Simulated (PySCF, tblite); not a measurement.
Complex of chlorine monofluoride and fluoride

A gas-phase complex of chlorine monofluoride and fluoride; charge -1, singlet. The structure comes from a short search (5 tight-binding starts) and was relaxed by PBE0-D3(BJ)/def2-TZVPD; another way of binding may lie lower. Frequencies by PBE0-D3(BJ)/def2-TZVPD show no clear imaginary mode.

Parts: 1 = chlorine monofluoride (FCl), atoms 1–2; 2 = fluoride ([F-]), atoms 3, charge -1.

```csv
atom,part,x (Å),y (Å),z (Å)
Cl1,1,0.821,0.561,0.262
F2,1,1.885,1.968,0.831
F3,2,-0.244,-0.847,-0.306
```

| contact | kind (by geometry) | distance (Å) | angle (°) |
| --- | --- | --- | --- |
| Cl1···F3 | short halogen bond | 1.855 | 180 |

Deforming the relaxed parts to their shape here costs 12.6 kcal/mol, which the interaction energies leave out.

Interaction energies are complex less parts, with the parts frozen as they stand in it; counterpoise-corrected, in kcal/mol (PySCF). The CCSD(T) estimate is Hartree-Fock/aug-cc-pVQZ, plus the MP2 correlation part extrapolated as X⁻³ from aug-cc-pVTZ and aug-cc-pVQZ, plus CCSD(T) less MP2 in aug-cc-pVDZ; noble-gas cores are frozen. It isn't the exact limit.

```
                   level  interaction  superposition error removed
Hartree-Fock/aug-cc-pVQZ       -55.56                            -
 wB97M-D3(BJ)/def2-TZVPD       -58.67                        -0.16
  PBE0-D3(BJ)/def2-TZVPD       -64.56                        -0.19
         MP2/aug-cc-pVQZ       -58.50                        -0.69
```

**Question.** What does CCSD(T) at its estimated basis limit give, and which of these levels comes nearest?

**Answer.** -56.71 kcal/mol. Hartree-Fock/aug-cc-pVQZ is nearest, off by +1.15; the errors are Hartree-Fock/aug-cc-pVQZ +1.15, wB97M-D3(BJ)/def2-TZVPD -1.97, PBE0-D3(BJ)/def2-TZVPD -7.85, MP2/aug-cc-pVQZ -1.79.

**Question.** What holds them together? Decompose the wB97M-D3(BJ)/def2-TZVPD energy: frozen parts, their antisymmetrised product, then relaxation.

**Answer.** electrostatic -99.7, Pauli repulsion +144.7, orbital relaxation -103.5, dispersion correction -0.4 kcal/mol, which sum to the value before the counterpoise correction; the Pauli term holds the exchange-correlation of the frozen density too. Of the attraction, 51 % is orbital relaxation, 49 % is electrostatic, 0 % is dispersion correction.

The parts were also relaxed and run alone, at the levels used for the complex: shieldings by PBE0/aug-pcSseg-2; core levels by delta-SCF with SCAN, aug-pcX-2 on the ionised atom and aug-pcseg-1 elsewhere, spin-free X2C (2p3/2 is the spin-free 2p value less a third of a first-order spin-orbit splitting).

**Question.** How do these values change when the complex forms?

**Answer.** 
| property | alone | in the complex | change |
| --- | --- | --- | --- |
| F2–Cl1 bond (Å) | 1.619 | 1.854 | +0.235 |
| shielding of Cl1 (ppm) | -532.3 | -65.5 | +466.8 |
| shielding of F3 (ppm) | 479.9 | 335.5 | -144.4 |
| shielding of F2 (ppm) | 677.1 | 335.9 | -341.2 |
| Cl1 2p3/2 core level (eV) | 209.48 | 201.49 | -7.99 |
| F3 1s core level (eV) | 680.05 | 684.18 | +4.14 |

**Question.** What are the binding energy from relaxed parts (wB97M-D3(BJ)/def2-TZVPD), and ΔH and ΔG of association at 298.15 K and 1 atm?

**Answer.** -46.04 kcal/mol, -45.06 with zero-point energy; ΔH -45.7 and ΔG -37.3 kcal/mol, from harmonic vibrations by PBE0-D3(BJ)/def2-TZVPD with low modes damped.

The 6 runs behind this took 3.5 min in all, one thread each of Arm Neoverse N1 on a shared host, launched as `OMP_NUM_THREADS=1 python cluster_run.py task.json out`.
